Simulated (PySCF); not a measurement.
**Partial charges of `O=CC(F)F`**

Species: C2H2F2O.
Z-matrix (Å and degrees, GFN2-xTB geometry), rows numbered from 1:
```
O 
C   1  1.1901
C   2  1.5381  1  123.60
F   3  1.3526  2  109.06  1  -122.01
F   3  1.3527  2  109.07  1   121.74
H   2  1.1026  1  124.03  3   179.94
H   3  1.0998  2  113.65  1    -0.14
```

Density: PBE0/pcSseg-1 (PySCF); schemes: Mulliken, IAO, Hirshfeld and ESP-fitted. Geometry: GFN2-xTB, one conformer, isolated molecule.

Question: Do the Mulliken, IAO, Hirshfeld and ESP-fitted schemes agree on where the charge is lowest?

Answer: All schemes agree: Mulliken O1 (-0.311); IAO O1 (-0.338); Hirshfeld O1 (-0.190); ESP-fitted O1 (-0.391).

Question: At which atom do the 4 schemes differ most?

Answer: At C3: from +0.145 (Hirshfeld) to +0.480 e (Mulliken), 0.335 e apart.

Question: For which atoms does the sign change between the 4 schemes (beyond +0.03 e in one, beyond −0.03 e in another)?

Answer: For none.

Question: Give the atomic charges in each scheme.

Answer: In e:

| atom | environment | Mulliken | IAO | Hirshfeld | ESP-fitted |
| --- | --- | --- | --- | --- | --- |
| O1 | aldehyde oxygen | -0.311 | -0.338 | -0.190 | -0.391 |
| C2 | aldehyde carbon | +0.200 | +0.240 | +0.130 | +0.352 |
| C3 | CHF2 carbon | +0.480 | +0.403 | +0.145 | +0.373 |
| F4 | fluorine of a CF2 group | -0.293 | -0.291 | -0.099 | -0.225 |
| F5 | fluorine of a CF2 group | -0.293 | -0.291 | -0.099 | -0.225 |
| H6 | formyl hydrogen | +0.106 | +0.119 | +0.054 | +0.047 |
| H7 | methine hydrogen | +0.113 | +0.157 | +0.059 | +0.070 |

Mean size of the charges over all atoms: IAO 0.263 e, Mulliken 0.257 e, ESP-fitted 0.241 e, Hirshfeld 0.111 e. Each set sums to the total charge, 0, to within 0.001 e. The ESP scheme is a least-squares fit of atom-centred charges to the potential on four shells outside the van der Waals surface, with the total charge fixed.

Question: Sum the charges by element, for elements with more than one atom.

Answer: 
```tsv
element	atoms	Mulliken	IAO	Hirshfeld	ESP-fitted
C	2	+0.680	+0.643	+0.276	+0.725
F	2	-0.587	-0.582	-0.199	-0.451
H	2	+0.218	+0.276	+0.113	+0.117
```

Question: How many electrons does the Mulliken scheme count on F5?

Answer: Z − q = 9 − (-0.293) = 9.293.

Question: How closely do the schemes follow one another over all atoms?

Answer: Correlation coefficient and root-mean-square difference: Mulliken with IAO 0.99, 0.039 e; Hirshfeld with ESP-fitted 0.98, 0.157 e; IAO with Hirshfeld 0.98, 0.164 e; IAO with ESP-fitted 0.96, 0.073 e; Mulliken with ESP-fitted 0.95, 0.089 e; Mulliken with Hirshfeld 0.95, 0.174 e.
